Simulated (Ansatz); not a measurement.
The input, for Ansatz 0.2.0:

```yaml
crystal:
  periodic: [false, false, false]
  atoms:
    - {symbol: Si, position_ang: [0.000000, 0.000000, 0.000000]}
    - {symbol: Li, position_ang: [0.000000, 0.000000, 6.710000]}
basis:
  gaussian: {orbitals: "6-31G*"}
magnetization: {spin_polarized: false, initial_magnetization: 1}
hamiltonian: {xc: hf}
scf: {lower_state_search: off}
output: {forces: true, orbitals: {seedname: orbitals}}
```

```sh
$ ansatz run in.yaml --threads 1 --pin off --events-out ev --progress --plain --max-ram 2393MiB
```

Log:

```
these checks for a lower state are left out or cut short: stability, starts, cluster_reference, orbital_swaps, neighbouring_geometries, increment
306 factors; integrals over basis functions are off by at most 4.4e-4 eV
mean field evaluation 1: about -8058.7059 eV, gradient 3.5e0 eV
mean field evaluation 2: about -8058.7076 eV, gradient 3.5e0 eV
mean field evaluation 4: about -8058.7689 eV, gradient 6.4e0 eV
mean field evaluation 8: about -8059.6362 eV, gradient 4.0e0 eV
mean field evaluation 16: about -8060.0540 eV, gradient 1.2e-6 eV
mean field -8060.05398205 eV, -296.2015205395 hartree, gradient 3.1e-6 eV, S^2 0.750000; 0 other end points of the search recorded, 0 dependent functions left out
the calculation of the forces begins
reference -8060.05398205 eV, -296.2015205395 hartree; 9, 8 occupied and 25, 26 virtual orbitals, 306 factors
Total energy: -8060.05398205 eV, -296.2015205395 hartree
Atom 0 at     0.000000     0.000000     0.000000 Å, force    -0.000000    -0.000000     0.005111 eV/Å
Atom 1 at     0.000000     0.000000     6.710000 Å, force    -0.000000     0.000000    -0.005111 eV/Å
Dipole moment:     0.000000    -0.000000    -0.096885 e Å
Checks for a lower state left out: stability, starts, cluster_reference, orbital_swaps, neighbouring_geometries, increment
```

Forces (eV/Å):
```
Si   0.000  0.000  0.005
Li   0.000  0.000 -0.005
```

Ran on 1 thread of Arm Neoverse V1, shared host: 0.18 s wall, 0.15 GiB peak host memory.
